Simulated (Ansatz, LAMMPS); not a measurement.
**Ladder of methods for the surface energy (computed: mean of the (100), (110) and (111) faces) of bcc Ta**

Reference value: 2.90 J/m² (measured, temperature not stated, averaged over many facets (from liquid surface tension), sources range from 2.90 to 3.15; as tabulated in Bhattarai et al. (2019), arXiv:1904.00263).

Q: Put these levels in order of the surface energy (computed: mean of the (100), (110) and (111) faces) that they give for bcc Ta, smallest first: LDA (Ansatz, an electronic-structure program), MEAM library.meam-Ta (LAMMPS), SNAP Ta06A.snap (LAMMPS).

A: MEAM library.meam-Ta (2.39 J/m²), SNAP Ta06A.snap (2.53 J/m²), LDA (2.86 J/m²)

Differences against the reference: MEAM library.meam-Ta -17.6 %, SNAP Ta06A.snap -12.8 %, LDA -1.4 %.

Density-functional levels without +SOC have no spin–orbit coupling. Computed faces are unreconstructed. Each level is taken at its own relaxed cell. Ansatz's density-functional and Hartree–Fock values are scalar-relativistic unless marked +SOC, with PAW data made under PBE.

Empirical potentials (MEAM library.meam-Ta) are fitted to chosen data, which need not cover the solid at hand: agreement can be built in, and what lay outside the fit can be far off. Machine-learned potentials (SNAP Ta06A.snap) are trained on DFT data, which may include these solids.

Differences are worked out from the printed values.
